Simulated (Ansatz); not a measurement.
in.yaml

```yaml
crystal:
  periodic: [false, false, false]
  atoms:
    - {symbol: As, position_ang: [0.000129, -0.000032, -0.038694]}
    - {symbol: H, position_ang: [3.432437, 0.032862, 0.970177]}
    - {symbol: H, position_ang: [-1.748795, 2.960107, 0.950489]}
    - {symbol: H, position_ang: [-1.693247, -2.990624, 0.955527]}
basis:
  gaussian: {orbitals: 6-31G}
total_charge: 1
magnetization: {spin_polarized: true, initial_magnetization: 1}
hamiltonian: {xc: {name: PBE}}
output: {orbitals: {seedname: orbitals}}
```

```sh
$ ansatz run in.yaml --threads 1 --pin off --events-out ev --progress --plain --max-ram 2393MiB
```

Log:

```
355 factors; integrals over basis functions are off by at most 5.9e-4 eV
mean field evaluation 1: about -60824.3443 eV, gradient 3.3e1 eV
mean field evaluation 2: about -60775.1676 eV, gradient 5.9e1 eV
mean field evaluation 4: about -60824.5085 eV, gradient 2.9e1 eV
mean field evaluation 8: about -60847.2723 eV, gradient 8.7e0 eV
mean field evaluation 16: about -60852.0495 eV, gradient 6.4e-2 eV
mean field evaluation 32: about -60852.0496 eV, gradient 2.7e-5 eV
mean field evaluation 64: about -60852.2242 eV, gradient 4.5e-6 eV
mean field evaluation 96: about -60848.5310 eV, gradient 1.2e1 eV
mean field evaluation 128: about -60850.8817 eV, gradient 4.1e-1 eV
mean field evaluation 160: about -60851.0093 eV, gradient 1.1e0 eV
mean field evaluation 192: about -60848.2382 eV, gradient 9.3e0 eV
mean field evaluation 224: about -60851.7510 eV, gradient 3.4e-1 eV
mean field evaluation 256: about -60852.1157 eV, gradient 4.5e-3 eV
mean field -60852.22423782 eV, -2236.2779936207 hartree, gradient 4.5e-6 eV, S^2 2.609876; 18 other end points of the search recorded, 0 dependent functions left out
reference -60852.22428049 eV, -2236.2779951888 hartree; 18, 17 occupied and 17, 18 virtual orbitals, 355 factors
Total energy: -60852.22428049 eV, -2236.2779951888 hartree
```

Ran on 1 thread of Intel Xeon, shared host: 18 s wall, 0.16 GiB peak host memory.
